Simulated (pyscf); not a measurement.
H₂B–OH + HCl → HO–BH–Cl + H₂ (four-centre exchange; singlet surface; B–H, Cl–H broken, B–Cl, H–H formed). Single points on ωB97X-D3(BJ)/def2-SVP structures (PySCF, gas phase). Rate constants from transition-state theory, ωB97M-D3(BJ)/def2-TZVP energies (ideal gas, 1 atm, RRHO with modes under 100 cm⁻¹ raised to 100, one conformer, R ln 2 for chiral ones without a mode under 150 cm⁻¹; no tunnelling), k in cm³ molecule⁻¹ s⁻¹.

```tsv
T (K)	1000/T	log10 k
298	3.354	-28.83
600	1.667	-20.63
900	1.111	?
1200	0.833	-16.25
```

Task: Fit an Arrhenius line to the three values, give the activation energy, and predict k at 900 K.

Result: Least squares gives log10 k = -12.20 − 4.97 × 1000/T, so Ea = 4.97 × ln 10 × 1.987 = 22.7 kcal/mol, against an electronic barrier of 21.4. At 900 K the line gives -17.72; the computed value is -17.78 (ΔG‡ = 50.0 kcal/mol), close to the line. This is the saddle that the search found; another between the same sides may lie lower.
